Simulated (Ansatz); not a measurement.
Ligands exchanged one at a time, Al Cl-H. Isolated molecules, 0 K electronic values unless said otherwise. Strings in code marks are SMILES.

Quantity: redistribution energy (mixed species minus the weighted end members), in eV.

Case: 2 of 3 Cl replaced by H: `[Cl][AlH2]`. The other species in the difference include `[Cl][Al]([Cl])[Cl]` (neutral, multiplicity 1). Geometry of `[AlH2][Cl]` (neutral, multiplicity 1, Å):

```xyz
4

Al    -0.1603     0.0085    -0.0009
Cl     1.9334    -0.1025     0.0115
H     -0.8126     1.4424    -0.0055
H     -0.9605    -1.3484    -0.0051
```

Problem. What is the computed redistribution energy (mixed species minus the weighted end members) (frozen-core MP2/cc-pVTZ // PBE0-D3(BJ)/def2-TZVP (Ansatz, a first-principles code))?

Solution. -0.085 eV.
